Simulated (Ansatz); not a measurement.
## Interaction energy ladder

The pair of NH3 (SMILES N, atoms 1–4) and CH3Cl (SMILES CCl, atoms 5–9), both closed shells, in one local arrangement (a lower one may exist), relaxed at PBE0-D4/def2-TZVP:

```tsv
atom	x (Å)	y (Å)	z (Å)
N1	0.2258	-0.0307	-1.7575
H2	0.6788	-0.7588	-1.2163
H3	-0.3682	-0.4882	-2.4378
H4	0.9501	0.4546	-2.2722
C5	-0.3873	0.2905	1.5316
Cl6	0.6477	-1.1572	1.5839
H7	-0.4832	0.5891	0.4887
H8	0.0899	1.0692	2.1219
H9	-1.3536	0.0313	1.9577
```

Program: Ansatz 0.2.0. Basis: def2-TZVPPD, with def2-QZVPPD for the basis limit. Cores are frozen in the correlated methods. B3LYP uses VWN-RPA correlation. Extrapolation: Hartree–Fock as exp(−7.88 √X), correlation as X^−2.97. Interaction energies count from these two fragments, frozen as in the pair, with the counterpoise correction; negative means bound.

What is the interaction energy by CCSD(T) at an estimated basis limit (MP2 extrapolated from triple and quadruple zeta, plus CCSD(T) − MP2 in triple zeta)? (Judge from chemistry; the value comes from the calculation.)

Computed: -3.16 kcal/mol. Hartree–Fock alone gives -0.99 kcal/mol at the basis limit. It counts from the two fragments frozen as in the pair.

The same quantity by other methods in triple zeta, and each one's difference from that estimate:
| method | E_int (kcal/mol) | difference |
| --- | --- | --- |
| PBE-D4 | -3.47 | -0.31 |
| revPBE-D4 | -2.96 | 0.20 |
| BLYP-D4 | -2.98 | 0.18 |
| r2SCAN-D4 | -3.11 | 0.05 |
| B97M-V | -3.22 | -0.06 |
| PBE0-D4 | -3.37 | -0.21 |
| B3LYP-D4 | -3.17 | -0.01 |
| HSE06-D4 | -3.36 | -0.20 |
| wB97X-V | -3.13 | 0.03 |
| wB97M-V | -3.13 | 0.03 |
| B2PLYP | -2.32 | 0.84 |
| HF | -1.00 | 2.16 |
| MP2 | -2.89 | 0.27 |
| CCSD | -2.50 | 0.66 |
| CCSD(T) | -2.80 | 0.36 |
Differences are method less estimate.

Basis-set superposition shift (counterpoise-corrected less uncorrected): CCSD(T) 0.46; MP2 0.45; HF 0.07; PBE0-D4 0.10; wB97M-V 0.12 kcal/mol.

The T1 diagnostic stays at or below 0.009.

For scale, one of the runs: CCSD(T)/def2-TZVPPD, 227 basis functions, launched by `ansatz run in.yaml --threads 4 --pin off --events-out ev --progress --plain --max-ram 9574MiB`. Time: 49 s of wall clock on 4 CPU threads of an Arm Neoverse V1; the host was shared. Peak host memory: 3.7 GiB.
